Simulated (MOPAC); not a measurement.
MOPAC input (PM7):

```
PM7 FORCE THERMO(298,298) PRECISE LET GEO-OK AUX(PRECISION=9) THREADS=1
CH5N

C     0.05279735 1    0.71387594 1    0.00024775 1
N     0.03314517 1   -0.76308826 1    0.00038759 1
H    -0.94138520 1    1.18394256 1   -0.00708272 1
H    -0.43514772 1   -1.12555756 1    0.81423280 1
H    -0.42324551 1   -1.12587059 1   -0.82005321 1
H     0.59957502 1    1.06552576 1    0.89166282 1
H     0.61250136 1    1.06518581 1   -0.88324350 1
```

From the last part of the output:

```
     H    7   4.189023

          HEAT OF FORMATION =      -3.436085 KCALS/MOLE

          ZERO POINT ENERGY      36.164 KCAL/MOL

           NORMAL COORDINATE ANALYSIS (Total motion = 1 Angstrom)

   Root No.       1         2         3         4         5         6         7         8

                 1 A"      1 A'      2 A"      2 A'      3 A'      4 A'      3 A"      4 A"

                 219.6     975.1    1031.2    1131.3    1230.6    1291.0    1297.4    1366.9

           1   -0.0000   -0.0221   -0.0000    0.0328    0.1503    0.0017    0.0000    0.0000
           2    0.0000   -0.0174    0.0000   -0.0628    0.0282   -0.0332   -0.0000   -0.0000
           3    0.0041    0.0000    0.0377    0.0000    0.0000    0.0000   -0.0402   -0.0500
           4    0.0000    0.0409    0.0000   -0.0345   -0.1207   -0.0014   -0.0000   -0.0000
           5   -0.0000   -0.0313    0.0000    0.0465   -0.0411   -0.0072    0.0000    0.0000
           6   -0.0191    0.0000    0.0005   -0.0000    0.0000   -0.0000    0.0028    0.0495
           7    0.0000    0.1496    0.0000    0.3083    0.0191   -0.1732   -0.0000    0.0000
           8   -0.0000    0.0667   -0.0000    0.1013   -0.0171   -0.0905    0.0000    0.0000
           9   -0.1522    0.0000   -0.1131   -0.0000    0.0000   -0.0000    0.3908    0.0005
          10   -0.0143   -0.1329   -0.1590    0.0195   -0.1761   -0.0040   -0.0334   -0.2735
          11    0.2333    0.2294    0.0207   -0.1000    0.1505    0.0092    0.0069    0.0501
          12    0.1049    0.0347   -0.0743   -0.0370    0.0304    0.0058   -0.0145   -0.0716
          13    0.0143   -0.1329    0.1590    0.0195   -0.1761   -0.0040    0.0334    0.2735
          14   -0.2333    0.2294   -0.0207   -0.1000    0.1505    0.0092   -0.0069   -0.0501
          15    0.1049   -0.0347   -0.0743    0.0370   -0.0304   -0.0058   -0.0145   -0.0716
          16    0.0092   -0.0941    0.2267   -0.1291    0.1096    0.0900    0.1450   -0.1607
          17   -0.1338    0.0587    0.0230    0.1003   -0.0244    0.2836   -0.1949    0.0064
          18    0.0798   -0.0024   -0.0971   -0.0223    0.0158   -0.2207    0.0392    0.0256
          19   -0.0092   -0.0941   -0.2267   -0.1291    0.1096    0.0900   -0.1450    0.1607
          20    0.1338    0.0587   -0.0230    0.1003   -0.0244    0.2836    0.1949   -0.0064
          21    0.0798    0.0024   -0.0971    0.0223   -0.0158    0.2207    0.0392    0.0256

   Root No.       9        10        11        12        13        14        15

                 5 A'      6 A'      7 A'      5 A"      8 A'      6 A"      9 A'

                1406.5    1663.9    2650.8    2658.3    2759.6    2784.5    2830.3

           1   -0.0515   -0.0064    0.0048    0.0000   -0.0201    0.0000    0.0072
           2    0.0007   -0.0138   -0.0482   -0.0000   -0.0052    0.0000    0.0048
           3   -0.0000   -0.0000    0.0000   -0.0483    0.0000   -0.0077    0.0000
           4   -0.0132   -0.0395    0.0011   -0.0000   -0.0039    0.0000    0.0208
           5   -0.0016   -0.0110   -0.0017    0.0000    0.0016   -0.0000    0.0202
           6   -0.0000    0.0000   -0.0000    0.0032    0.0000   -0.0465   -0.0000
           7    0.2665    0.0318   -0.2235   -0.0000    0.1082    0.0000   -0.0064
           8    0.1368    0.0090    0.4496   -0.0000   -0.2422    0.0000    0.0117
           9    0.0000   -0.0000   -0.0000   -0.0269   -0.0000   -0.0030   -0.0000
          10   -0.0146    0.3214   -0.0048    0.0166   -0.0130   -0.1802   -0.1703
          11   -0.0008    0.1575   -0.0050    0.0233   -0.0140   -0.1875   -0.1547
          12    0.0030    0.2373    0.0145   -0.0401    0.0341    0.3346    0.3645
          13   -0.0146    0.3214   -0.0048   -0.0166   -0.0130    0.1802   -0.1703
          14   -0.0008    0.1575   -0.0050   -0.0233   -0.0140    0.1875   -0.1547
          15   -0.0030   -0.2373   -0.0145   -0.0401   -0.0341    0.3346   -0.3645
          16    0.2801   -0.0252    0.0804    0.1524    0.1057    0.0209   -0.0144
          17   -0.0606   -0.0031    0.0793    0.2113    0.1552    0.0238   -0.0206
          18   -0.0979   -0.0053    0.1742    0.3186    0.2538    0.0356   -0.0354
          19    0.2801   -0.0252    0.0804   -0.1524    0.1057   -0.0209   -0.0144
          20   -0.0606   -0.0031    0.0793   -0.2113    0.1552   -0.0238   -0.0206
          21    0.0979    0.0053   -0.1742    0.3186   -0.2538    0.0356    0.0354

           MASS-WEIGHTED COORDINATE ANALYSIS (NORMAL COORDINATES)

   Root No.       1         2         3         4         5         6         7         8

                 1 A"      1 A'      2 A"      2 A'      3 A'      4 A'      3 A"      4 A"

                 219.6     975.1    1031.2    1131.3    1230.6    1291.0    1297.4    1366.9

           1   -0.0000   -0.1557   -0.0000    0.2102    0.6485    0.0102    0.0000    0.0000
           2    0.0000   -0.1227    0.0000   -0.4028    0.1216   -0.2003   -0.0000   -0.0000
           3    0.0307    0.0000    0.2805    0.0000    0.0000    0.0000   -0.2551   -0.3252
           4    0.0000    0.3106    0.0000   -0.2391   -0.5623   -0.0089   -0.0000   -0.0000
           5   -0.0000   -0.2380    0.0000    0.3223   -0.1914   -0.0468    0.0000    0.0000
           6   -0.1561    0.0000    0.0041   -0.0000    0.0000   -0.0000    0.0192    0.3473
           7    0.0000    0.3049    0.0000    0.5728    0.0239   -0.3030   -0.0000    0.0000
           8   -0.0000    0.1360   -0.0000    0.1881   -0.0214   -0.1582    0.0000    0.0000
           9   -0.3334    0.0000   -0.2441   -0.0000    0.0000   -0.0000    0.7184    0.0009
          10   -0.0314   -0.2709   -0.3430    0.0362   -0.2202   -0.0071   -0.0614   -0.5153
          11    0.5110    0.4675    0.0446   -0.1857    0.1882    0.0161    0.0126    0.0943
          12    0.2298    0.0708   -0.1604   -0.0687    0.0380    0.0102   -0.0267   -0.1348
          13    0.0314   -0.2709    0.3430    0.0362   -0.2202   -0.0071    0.0614    0.5153
          14   -0.5110    0.4675   -0.0446   -0.1857    0.1882    0.0161   -0.0126   -0.0943
          15    0.2298   -0.0708   -0.1604    0.0687   -0.0380   -0.0102   -0.0267   -0.1348
          16    0.0201   -0.1918    0.4890   -0.2398    0.1370    0.1574    0.2666   -0.3028
          17   -0.2930    0.1197    0.0497    0.1863   -0.0305    0.4961   -0.3582    0.0120
          18    0.1748   -0.0049   -0.2095   -0.0415    0.0197   -0.3861    0.0721    0.0483
          19   -0.0201   -0.1918   -0.4890   -0.2398    0.1370    0.1574   -0.2666    0.3028
          20    0.2930    0.1197   -0.0497    0.1863   -0.0305    0.4961    0.3582   -0.0120
          21    0.1748    0.0049   -0.2095    0.0415   -0.0197    0.3861    0.0721    0.0483

   Root No.       9        10        11        12        13        14        15

                 5 A'      6 A'      7 A'      5 A"      8 A'      6 A"      9 A'

                1406.5    1663.9    2650.8    2658.3    2759.6    2784.5    2830.3

           1   -0.3207   -0.0348    0.0274    0.0000   -0.1318    0.0000    0.0400
           2    0.0041   -0.0758   -0.2746   -0.0000   -0.0342    0.0000    0.0268
           3   -0.0000   -0.0000    0.0000   -0.2731    0.0000   -0.0424    0.0000
           4   -0.0886   -0.2334    0.0066   -0.0000   -0.0273    0.0000    0.1247
           5   -0.0105   -0.0652   -0.0106    0.0000    0.0113   -0.0000    0.1211
           6   -0.0000    0.0000   -0.0000    0.0198    0.0000   -0.2757   -0.0000
           7    0.4804    0.0504   -0.3691   -0.0000    0.2050    0.0000   -0.0103
           8    0.2466    0.0142    0.7423   -0.0000   -0.4592    0.0000    0.0187
           9    0.0000   -0.0000   -0.0000   -0.0440   -0.0000   -0.0048   -0.0000
          10   -0.0264    0.5099   -0.0080    0.0272   -0.0246   -0.2869   -0.2733
          11   -0.0015    0.2499   -0.0083    0.0382   -0.0266   -0.2985   -0.2484
          12    0.0054    0.3764    0.0240   -0.0657    0.0647    0.5328    0.5850
          13   -0.0264    0.5099   -0.0080   -0.0272   -0.0246    0.2869   -0.2733
          14   -0.0015    0.2499   -0.0083   -0.0382   -0.0266    0.2985   -0.2484
          15   -0.0054   -0.3764   -0.0240   -0.0657   -0.0647    0.5328   -0.5850
          16    0.5049   -0.0400    0.1328    0.2499    0.2005    0.0332   -0.0232
          17   -0.1092   -0.0048    0.1309    0.3463    0.2942    0.0380   -0.0330
          18   -0.1766   -0.0084    0.2877    0.5222    0.4812    0.0567   -0.0568
          19    0.5049   -0.0400    0.1328   -0.2499    0.2005   -0.0332   -0.0232
          20   -0.1092   -0.0048    0.1309   -0.3463    0.2942   -0.0380   -0.0330
          21    0.1766    0.0084   -0.2877    0.5222   -0.4812    0.0567    0.0568

          DESCRIPTION OF VIBRATIONS

 VIBRATION          1    1A"         ATOM PAIR     ENERGY CONTRIBUTION    RADIAL
 FREQUENCY           219.65         N 2 -- H 4         +27.9% (214.7%)      2.1%
 TRANSITION DIPOLE   0.6307         N 2 -- H 5         +27.9% (214.7%)      2.1%
 TRAVEL (Ang.)       0.0000         C 1 -- H 3         +14.1% (152.8%)      0.0%
 REDUCED MASS        0.2482         C 1 -- H 6         +13.6% (149.8%)      0.5%
 EFFECTIVE MASS      4.5852         C 1 -- H 7         +13.6% (149.8%)      0.5%
 FORCE CONSTANT      0.0071

 VIBRATION          2    1A'         ATOM PAIR     ENERGY CONTRIBUTION    RADIAL
 FREQUENCY           975.06         N 2 -- H 4         +27.5% ( 61.7%)      0.3%
 TRANSITION DIPOLE   1.1767         N 2 -- H 5         +27.5% ( 61.7%)      0.3%
 TRAVEL (Ang.)       0.3571         C 1 -- H 3         +17.4% ( 49.1%)      0.7%
 REDUCED MASS        0.5423         C 1 -- N 2         +12.6% ( 41.8%)     94.2%
 EFFECTIVE MASS      3.2659
 FORCE CONSTANT      0.3038

 VIBRATION          3    2A"         ATOM PAIR     ENERGY CONTRIBUTION    RADIAL
 FREQUENCY          1031.24         C 1 -- H 6         +28.6% ( 69.3%)      9.2%
 TRANSITION DIPOLE   0.4177         C 1 -- H 7         +28.6% ( 69.3%)      9.2%
 TRAVEL (Ang.)       0.4791         N 2 -- H 4         +14.6% ( 49.5%)      0.5%
 REDUCED MASS        0.2849         N 2 -- H 5         +14.6% ( 49.5%)      0.5%
 EFFECTIVE MASS      1.8125
 FORCE CONSTANT      0.1785

 VIBRATION          4    2A'         ATOM PAIR     ENERGY CONTRIBUTION    RADIAL
 FREQUENCY          1131.34         C 1 -- H 3         +32.9% ( 71.3%)     31.1%
```
